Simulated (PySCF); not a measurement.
Electron affinity of Cl by level of theory

Cl⁻ [Ar] (1S) → Cl [Ne] 3s2 3p5 (2P), as a difference of total energies. Calculation: PySCF 2.14, in dyall-acv3z; no relativity, point nucleus. Correlated levels: valence: [Ne] frozen; valence and next inner shell: 1s2 frozen; virtual orbitals above 40 to 60 times the deepest correlated orbital energy dropped. The calculations carry no spin-orbit coupling.

```
                                method  electron affinity (eV)
                                   UHF                   2.370
                                   LDA                   3.931
                                   PBE                   3.650
                                  PBE0                   3.567
                                r2SCAN                   3.604
                                M06-2X                   3.627
                               LC-wPBE                   3.575
                                  PW91                   3.700
                         MP2 (valence)                   3.630
                     SCS-MP2 (valence)                   3.531
    MP2 (valence and next inner shell)                   3.639
SCS-MP2 (valence and next inner shell)                   3.538
```

How much does correlation contribute at MP2 (valence and next inner shell)?

3.639 − (2.370) = 1.269 eV, measured against UHF.

A first-order spin-orbit estimate (lowest level to lowest level, LS coupling) adds -0.034 eV.

Errors of the correlated levels include the incompleteness of this basis and the frozen core.

In the anion the highest occupied orbital energy is positive at LDA, PBE, r2SCAN, PW91, a self-interaction effect; the basis confines that electron, and the energy difference can still be sensible.

For comparison: 3.613 eV (measured; photodetachment measurements, as compiled on the Wikipedia data page of electron affinities).
